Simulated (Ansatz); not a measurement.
O–C–SiH, doublet: the ladder up to UCCSDT(Q)

Geometry: a PBE0/def2-TZVP stationary point for this spin, not checked as a minimum.

```yaml
atoms:
  - { symbol: O, position_ang: [0.0000, 0.0081, 1.7553] }
  - { symbol: C, position_ang: [0.0000, 0.0521, 0.6128] }
  - { symbol: Si, position_ang: [0.0000, -0.0787, -1.2206] }
  - { symbol: H, position_ang: [0.0000, 1.4425, -1.1525] }
```

Basis cc-pVDZ; Ansatz 0.2.0. Only valence electrons are correlated (noble-gas cores frozen), which leaves 15 electrons in 44 orbitals. R marks a restricted (for open shells ROHF) determinant, U an unrestricted one. Active spaces: frontier = (9e, 9o) about the gap.

Full CI isn't at hand for all of this; UCCSDT(Q) serves as the reference, and is uncertain by about the last step of the cluster series. The frozen core follows each run's orbitals, which can shift R against U totals by a few meV.

For open shells CISD is restricted-active-space CI with the open shells as a complete middle space.

- UHF ⟨S²⟩: 0.774
- T1 diagnostic (RCCSD): 0.0236
- largest doubles amplitude (RCCSD): 0.060
- T1 diagnostic (UCCSD): 0.0224

```csv
level,E − E(UCCSDT(Q)) (kJ/mol),share of correlation (%),wall time
RHF,1113.3,0.00,–
UHF,1103.2,0.91,–
RMP2,105.4,90.54,–
UMP2,108.9,90.22,–
CISD,167.5,84.95,11 s
RCCSD,51.8,95.34,–
UCCSD,51.4,95.38,–
RCCSD(T),7.6,99.31,8.5 s
UCCSD(T),7.9,99.29,9 s
BCCD(T),7.2,99.35,3.9 s
RCCSDT,4.5,99.59,–
UCCSDT,4.5,99.59,–
RCCSDT(Q),0.6,99.95,92 s
```

The correlation energy at UCCSDT(Q), counted from RHF, is -11.539 eV. That run took 77 s on 1 thread of Arm Neoverse V1, shared host.

Run but not shown, since their state or frozen core can't be matched to the reference's or they repeat it: CASSCF (frontier space), MRCISD (frontier space), MRCISD+Q (frontier space).

Times hold each run's SCF and search for its determinant on a shared host, so for small cases they say little of a method's own cost; they ran on 1 thread of Arm Neoverse V1.

Atomization energy (electronic, same basis, no zero-point term; atoms at the same level, unrestricted beside the R rows where the molecule is a closed shell, with restricted open-shell steps beyond CCSDT(Q)) at UCCSDT(Q): 1380.3 kJ/mol. Errors of other levels:

```csv
level,error (kJ/mol)
RHF,-404.5
UHF,-426.9
RMP2,51.1
UMP2,45.8
CISD,-150.3
RCCSD,-41.6
UCCSD,-41.9
RCCSD(T),-4.8
UCCSD(T),-5.4
BCCD(T),-4.4
RCCSDT,-4.0
UCCSDT,-4.2
RCCSDT(Q),-0.3
```

This basis is far from its limit, so the value isn't to be set against a measured one. Truncated CI isn't size-consistent, which counts against it in atomization.
